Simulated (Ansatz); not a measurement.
Species: C2H, SMILES `[C]#C` (charge 0, multiplicity 2), formula C2H.

Q: How many basis functions does frozen-core CCSD(T)/def2-TZVPP // CAM-B3LYP-D3(BJ)/def2-TZVP (Ansatz, a program for electronic structure) use, how many core orbitals are frozen, and how many electrons are correlated?

A: 76 basis functions and 2 frozen orbitals, which leaves 9 correlated electrons. Core time is of the order of seconds.
